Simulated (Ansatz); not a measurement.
# C2H2FNS: up Jacob's ladder to CCSD(T)

The task here is to estimate one member of a computed series from the others.

Method: functionals in def2-TZVPP, the program's frozen cores in correlated methods; program: Ansatz 0.2.0, Gaussian basis.

Levels to be run: LDA (SPW92), PBE-D4, revPBE-D4, BLYP-D4, r2SCAN-D4, B97M-V, PBE0-D4, B3LYP-D4, r2SCANh-D4, r2SCAN0-D4, HSE06-D4, BHLYP-D4, CAM-B3LYP-D4, LC-ωPBE, ωB97X-V, ωB97M-V, B2PLYP, PBE-QIDH; CCSD(T)/def2-SVP; CCSD(T)/def2-TZVPP; MP2/def2-QZVPP; extrapolation to the limit; RPA on PBE.

### The relaxed structure

The geometry comes from an earlier relaxation with PBE0-D4 in a triple-zeta def2 set; it is a stationary point, not always the lowest conformer.

7 atoms, charge 0, spin multiplicity 1.

Atoms are counted from 1 here; the program's logs count them from 0.

Bond lengths: N1–C2 1.312 Å, N1–H6 1.007 Å, N1–H7 1.007 Å, C2–C3 1.422 Å, C2–S5 1.653 Å, C3–F4 1.346 Å, C3–S5 2.128 Å. Angles: C2–N1–H6 120.2°, C2–N1–H7 120.9°, H6–N1–H7 118.9°, N1–C2–C3 136.6°, N1–C2–S5 136.1°, C3–C2–S5 87.3°, C2–C3–F4 112.1°, C2–C3–S5 50.9°, F4–C3–S5 111.8°, C2–S5–C3 41.9°.

The first run:

in.yaml reads:

```yaml
crystal:
  periodic: [false, false, false]
  atoms:
    - {symbol: N, position_ang: [-0.358767, 0.962013, 0.439553]}
    - {symbol: C, position_ang: [0.272133, 0.005616, -0.199726]}
    - {symbol: C, position_ang: [0.685889, -1.326142, 0.079009]}
    - {symbol: F, position_ang: [-0.318613, -2.210081, -0.069442]}
    - {symbol: S, position_ang: [0.984880, -0.167502, -1.681261]}
    - {symbol: H, position_ang: [-0.763451, 0.784688, 1.344516]}
    - {symbol: H, position_ang: [-0.440770, 1.883309, 0.041750]}
basis:
  gaussian: {orbitals: def2-TZVPP}
hamiltonian: {xc: lda}
output: {orbitals: {seedname: orbitals}}
```

Command:

```
$ ansatz run in.yaml --threads 2 --pin off --events-out ev --progress --plain --max-ram 4352MiB
```

Among the steps run: LDA; PBE-D4 (GGA); revPBE-D4 (GGA); BLYP-D4 (GGA); r2SCAN-D4 (meta-GGA); B97M-V (meta-GGA); B3LYP-D4 (hybrid); r2SCANh-D4 (hybrid); r2SCAN0-D4 (hybrid); HSE06-D4 (hybrid); BHLYP-D4 (hybrid); CAM-B3LYP-D4 (range-separated); LC-ωPBE (range-separated); ωB97X-V (range-separated); ωB97M-V (range-separated); B2PLYP (double hybrid); PBE-QIDH (double hybrid).

One of the session's tables, all rows but one given; the rest of the session is left out.

It belongs to the step «Frontier levels by functional». 

```
  functional  HOMO (eV)  LUMO (eV)  gap (eV)
 LDA (SPW92)      -4.99      -2.68      2.31
      PBE-D4      -4.85      -2.46      2.40
   revPBE-D4          ?          ?         ?
     BLYP-D4      -4.76      -2.33      2.43
   r2SCAN-D4      -5.13      -2.35      2.78
      B97M-V      -5.25      -2.25      3.00
     PBE0-D4      -6.18      -1.60      4.58
    B3LYP-D4      -5.98      -1.81      4.17
  r2SCANh-D4      -5.62      -2.02      3.60
  r2SCAN0-D4      -6.37      -1.53      4.84
    HSE06-D4      -5.77      -1.98      3.79
    BHLYP-D4      -7.43      -0.56      6.87
CAM-B3LYP-D4      -7.56      -0.49      7.07
     LC-ωPBE      -8.86       0.59      9.45
     ωB97X-V      -8.54       0.58      9.12
     ωB97M-V      -8.41       0.55      8.97
```

Q: Estimate the row for revPBE-D4 from the others.

**Answer.** HOMO (eV): -4.80; LUMO (eV): -2.37; gap (eV): 2.43. In the column «HOMO (eV)» it lies between PBE-D4 (-4.85) and BLYP-D4 (-4.76).
